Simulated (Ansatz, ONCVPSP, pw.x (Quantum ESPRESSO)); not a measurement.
## pw.x on sc Nb: one setting changed

Potential: optimised norm-conserving Vanderbilt (ONCV), ONCVPSP 4.0.1.1 (patched build), PBEsol; core [Ar] 3d10, reference 4s2 4p6 4d4 5s1; waves: 4s+5s: rc 1.80 bohr, ncon 4, nbas 7, qcut 6.4 1/bohr, 2 projectors; 4p: rc 1.95 bohr, ncon 5, nbas 8, qcut 8.9 1/bohr, 3 projectors, debl 3.3 Ha; 4d: rc 2.70 bohr, ncon 4, nbas 9, qcut 4.9 1/bohr, 2 projectors, debl 1.6 Ha; local part: polynomial inside 1.35 bohr (lpopt 4, dvloc0 0 Ha); core correction: none.

The reference run (k-mesh 12³, cutoffs 70/280 Ry, Fermi–Dirac 0.01 Ry, mixing_beta 0.4, conv_thr 1e-9, no spin) gives 2.30 GPa at 19.173 Å³/atom, where all-electron LAPW gives 1.63 GPa. This run, with its own iteration cap, changes mixing_mode to TF.

```
&control
  calculation='scf', prefix='x', pseudo_dir='./', outdir='./tmp', tstress=.true., disk_io='none'
/
&system
  ibrav=0, nat=1, ntyp=1, ecutwfc=70, ecutrho=280, nbnd=14,
  occupations='smearing', smearing='fd', degauss=0.01
/
&electrons
  conv_thr=1e-09, mixing_beta=0.4, electron_maxstep=60, mixing_mode='TF'
/
ATOMIC_SPECIES
Nb 1.0 Nb.UPF
CELL_PARAMETERS angstrom
  2.67647602 0.00000000 0.00000000
  0.00000000 2.67647602 0.00000000
  0.00000000 0.00000000 2.67647602
ATOMIC_POSITIONS crystal
Nb 0.0000 0.0000 0.0000
K_POINTS automatic
12 12 12 0 0 0
```

```bash
pw.x < Nb.scf.in > Nb.scf.out
```

Question: How does the run end?

Answer: It converges in 9 iterations; the free energy moves by +0.0 meV/atom and the pressure by -0.01 GPa. The result is that of the reference run.

```
Message from routine setup:
     using ibrav=0 with symmetry is DISCOURAGED, use correct ibrav instead
     lattice parameter (alat)  =       5.0578  a.u.
     unit-cell volume          =     129.3858 (a.u.)^3
     number of electrons       =        13.00
     number of Kohn-Sham states=           14
     kinetic-energy cutoff     =      70.0000  Ry
     charge density cutoff     =     280.0000  Ry
     scf convergence threshold =      1.0E-09
     Exchange-correlation= PBESOL
     number of k points=    84  Fermi-Dirac smearing, width (Ry)=  0.0100
     iteration #  1     ecut=    70.00 Ry     beta= 0.40
     total energy              =    -113.53890461 Ry
     estimated scf accuracy    <       0.05849002 Ry
     iteration #  2     ecut=    70.00 Ry     beta= 0.40
     total energy              =    -113.52675000 Ry
     estimated scf accuracy    <       0.02594785 Ry
     iteration #  3     ecut=    70.00 Ry     beta= 0.40
     total energy              =    -113.53104176 Ry
     estimated scf accuracy    <       0.00024727 Ry
     [... 3 iterations left out ...]
     iteration #  7     ecut=    70.00 Ry     beta= 0.40
     total energy              =    -113.53106184 Ry
     estimated scf accuracy    <       0.00000005 Ry
     iteration #  8     ecut=    70.00 Ry     beta= 0.40
     total energy              =    -113.53106185 Ry
     estimated scf accuracy    <          1.9E-09 Ry
     iteration #  9     ecut=    70.00 Ry     beta= 0.40
     the Fermi energy is    16.8219 ev
!    total energy              =    -113.53106185 Ry
     estimated scf accuracy    <          8.3E-10 Ry
     smearing contrib. (-TS)   =      -0.00441120 Ry
     The total energy is F=E-TS. E is the sum of the following terms:
     one-electron contribution =     -22.11679872 Ry
     hartree contribution      =      16.88925718 Ry
     xc contribution           =     -13.49452156 Ry
     ewald contribution        =     -94.80458755 Ry
     convergence has been achieved in   9 iterations
          total   stress  (Ry/bohr**3)                   (kbar)     P=       22.93
     Message from routine punch:
     Nothing written, as per user request (disk_io='none')
```

The run took about 14 s on one core of a shared host (Intel(R) Xeon(R) Platinum 8488C, 96 threads, 744 GiB, load 32).
